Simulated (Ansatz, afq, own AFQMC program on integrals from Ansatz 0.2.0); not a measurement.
LiBr⁺, doublet: AFQMC among the cluster methods

```yaml
atoms:
  - { symbol: Br, position_ang: [0.0000, 0.0000, 0.0000] }
  - { symbol: Li, position_ang: [0.0000, 0.0000, 2.5124] }
```

Basis cc-pVDZ. Noble-gas cores (and the filled d shells of Ga–Kr and In–Xe) are frozen. Ansatz 0.2.0 and our own AFQMC program on the same integrals; the CISD trial comes from CCSD amplitudes, and released means the phaseless constraint is let go. Error bars are statistical, one sigma. No spin–orbit coupling.

Determinant: UHF, the one that the program's search chose, which needn't be the lowest solution. The geometry is a PBE0/def2-TZVP stationary point of this or a neighbouring charge and spin state.

No full CI on the walks' own integrals is used here; CCSDT(Q) serves as the reference and is uncertain by about the last step of the cluster series.

Cautions: no relativity below Rb; no spin-orbit coupling; inner d shell frozen; the ph-AFQMC/HF walk drifts between its halves (2.6 errors).

```
T1 diagnostic                               : 0.0062
weight of the determinant in the CISD state : 0.948
⟨S²⟩ of the determinant                     : 0.756
size of the correlated space                : 7 electrons in 26 orbitals
```

Reference: CCSDT(Q), correlation energy -3.011 eV. The released energy is read at 2.40 1/Eh (meV from the phaseless value at times in 1/Eh: -4 ± 3 at 0.24, 1 ± 3 at 0.51, 2.3 ± 1.9 at 0.99, -4 ± 3 at 1.62, -6 ± 3 at 2.40).

| level | E − E(reference) (kcal/mol) | share of correlation (%) |
| --- | --- | --- |
| HF | 69.43 | 0.00 |
| MP2 | 10.16 | 85.36 |
| CCSD | 1.00 | 98.57 |
| CCSD(T) | 0.22 | 99.68 |
| CCSDT | 0.09 | 99.87 |
| ph-AFQMC/HF | -0.12 ± 0.58 | 100.18 |
| ph-AFQMC/CISD | 0.03 ± 0.08 | 99.96 |
| released AFQMC | -0.11 ± 0.07 | 100.16 |

A walk keeps the symmetry of its determinant, which the program's search chose and which needn't be the lowest solution, so a lower state of the same spin and another symmetry isn't excluded. Released energies are given only where the last usable release times agree within the noise; a slower fall can still hide under it.
